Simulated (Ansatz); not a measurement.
Atomization energy of H2S, singlet, from cheap to dear

Geometry (MP2(full)/6-31G*, from the G2/97 set):

```xyz
3

S     0.0000    0.0000    0.0544
H     0.0000    0.9743   -0.8648
H     0.0000   -0.9743   -0.8648
```

Measured, as an electronic atomization energy: 182.4 kcal/mol (G2/97 heats of formation of molecule and atoms, with zero-point and thermal terms from B3LYP taken off; Curtiss et al., J. Chem. Phys. 106, 1063 (1997), Staroverov et al., J. Chem. Phys. 119, 12129 (2003)). The measured value holds scalar relativity and spin–orbit coupling, which all computed ones lack, and core correlation, which the wave-function levels lack. Atoms are taken at the same level; beside RHF, RMP2 and RCC rows they are unrestricted. Truncated CI is not size-consistent. The atoms' steps beyond CCSDT(Q) are taken from restricted open-shell runs, which share full CI's core. Ansatz 0.2.0; the 6-31G* set has Cartesian d functions; a miss is computed less measured; times are wall times on shared hosts and scatter by a factor of two or so. A small miss in a small set is a cancellation of the method's error against the basis error.

```csv
level,basis,miss (kcal/mol),time of the run,hardware
RHF,STO-3G,-26.8,–,–
RMP2,STO-3G,-8.8,–,–
RCCSDT(Q),STO-3G,-0.1,0.26 s,1 CPU thread
RCCSDTQ,STO-3G,-0.1,0.58 s,1 CPU thread
full CI,STO-3G,-0.1,0.07 s,1 CPU thread
PBE,STO-3G,36.1,0.21 s,1 CPU thread
r2SCAN,STO-3G,32.2,0.34 s,1 CPU thread
RHF,6-31G,-82.5,–,–
RCCSDT(Q),6-31G,-50.5,0.46 s,1 CPU thread
MRCISD+Q (valence space),6-31G,-50.6,0.58 s,1 CPU thread
full CI,6-31G,-50.5,0.64 s,1 CPU thread
PBE,6-31G,-22.1,0.19 s,1 CPU thread
r2SCAN,6-31G,-23.1,0.43 s,1 CPU thread
B2PLYP,6-31G,-35.1,0.28 s,1 CPU thread
RMP2,6-31G*,-32.7,–,–
RCCSDT(Q),6-31G*,-28.8,0.52 s,1 CPU thread
RCCSDTQ,6-31G*,-28.8,2.5 s,1 CPU thread
MRCISD+Q (valence space),6-31G*,-29.4,0.61 s,1 CPU thread
full CI,6-31G*,-28.8,6 s,1 CPU thread
PBE,6-31G*,-6.2,0.22 s,1 CPU thread
r2SCAN,6-31G*,-6.8,0.46 s,1 CPU thread
B3LYP,6-31G*,-6.9,0.25 s,1 CPU thread
B2PLYP,6-31G*,-15.0,0.28 s,1 CPU thread
RCCSDT(Q),cc-pV(D+d)Z,-13.3,0.97 s,1 CPU thread
RCCSDTQ,cc-pV(D+d)Z,-13.3,3.6 s,H100 + 2 CPU threads
PBE,cc-pV(D+d)Z,-2.7,0.4 s,1 CPU thread
B3LYP,cc-pV(D+d)Z,-3.4,0.27 s,1 CPU thread
wB97M-V,cc-pV(D+d)Z,1.5,0.86 s,1 CPU thread
RHF,cc-pV(T+d)Z,-53.1,0.25 s,1 CPU thread
RCCSDT(Q),cc-pV(T+d)Z,-4.1,12 s,1 CPU thread
MRCISD+Q (valence space),cc-pV(T+d)Z,-4.7,1.5 s,H100 + 2 CPU threads
PBE,cc-pV(T+d)Z,-0.5,0.46 s,1 CPU thread
wB97M-V,cc-pV(T+d)Z,2.3,1.5 s (with forces),1 CPU thread
B2PLYP,cc-pV(T+d)Z,-2.5,0.73 s,1 CPU thread
RHF,cc-pV(Q+d)Z,-52.8,0.64 s,1 CPU thread
MRCISD+Q (valence space),cc-pV(Q+d)Z,-1.3,1.9 s,H100 + 2 CPU threads
PBE,cc-pV(Q+d)Z,-0.3,0.61 s,1 CPU thread
r2SCAN,cc-pV(Q+d)Z,0.1,1.2 s,1 CPU thread
B3LYP,cc-pV(Q+d)Z,-0.2,0.76 s,1 CPU thread
wB97M-V,cc-pV(Q+d)Z,2.6,2.3 s,1 CPU thread
```

HF's time is that of a plain UHF run. A dash: the level came out of a higher level's run.

A composite of the best parts (restricted reference, at this geometry, which isn't the minimum of the high levels):

| part | kcal/mol |
| --- | --- |
| Hartree–Fock limit (T, Q; exp(−5.46 √X)) | 129.75 |
| CCSD(T) correlation limit (T, Q; X⁻³) | 54.27 |
| CCSDT − CCSD(T) (QZ) | -0.09 |
| (Q) (QZ) | 0.15 |
| CCSDTQ − CCSDT(Q) (DZ) | 0.00 |
| full CI − CCSDTQ (DZ) | 0.02 |
| sum | 184.1 |
| sum less measured | 1.7 |
